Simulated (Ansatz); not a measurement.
# H₂Si–GeH, quartet in cc-pVTZ: errors against UCCSDT(Q)

Geometry: that of the H2Si–GeH, doublet, kept fixed. The doublet lies 2.4 eV lower here.

```xyz
5

Si    0.0000    0.0181    1.6516
Ge    0.0000   -0.0284   -0.7002
H     0.0000    1.1857    2.5806
H     0.0000   -1.2094    2.4992
H     0.0000    1.5656   -0.6371
```

Basis cc-pVTZ; Ansatz 0.2.0. Correlated methods freeze the noble-gas cores and the filled d shells of p-block atoms, which leaves 11 electrons in 100 orbitals. Prefix R: restricted or restricted open-shell reference; prefix U: unrestricted. Active spaces: valence = (11e, 11o) chosen from the atoms' valence shells. No spin–orbit coupling is included, and no scalar relativity.

Full CI isn't at hand for all of this; UCCSDT(Q) serves as the reference, and is uncertain by about the last step of the cluster series. The frozen core follows each run's orbitals, which can shift R against U totals by a few meV for light atoms and by up to 0.1 eV past Ca.

- UHF ⟨S²⟩: 3.783
- T1 diagnostic (RCCSD): 0.0256
- largest doubles amplitude (RCCSD): 0.028
- T1 diagnostic (UCCSD): 0.0196

```csv
level,E − E(UCCSDT(Q)) (kcal/mol),share of correlation (%),wall time
UHF,145.85,3.32,–
UMP2,30.68,79.66,–
UCCSD,6.45,95.72,–
UCCSD(T),1.22,99.19,4.6 s (H100)
UCCSDT,0.24,99.84,–
```

The correlation energy at UCCSDT(Q), counted from RHF, is -6.542 eV. That run took 35 s on 2 threads of AMD EPYC 7R13 with a shared H100 80 GB, shared host.

Run but not shown, since their state or frozen core can't be matched to the reference's or they repeat it: RHF, RMP2, RCCSD, RCCSD(T), BCCD(T), RCCSDT, RCCSDT(Q), CASSCF (valence space), NEVPT2 (valence space).

Times hold each run's SCF and search for its determinant on a shared host, so for small cases they say little of a method's own cost.

Natural occupations of CASSCF (valence space) about the gap: 1.977 1.970 1.959 1.005 1.003 0.997 0.042 0.033 0.021 0.015; effectively unpaired electrons, Σ n²(2−n)², 3.03.
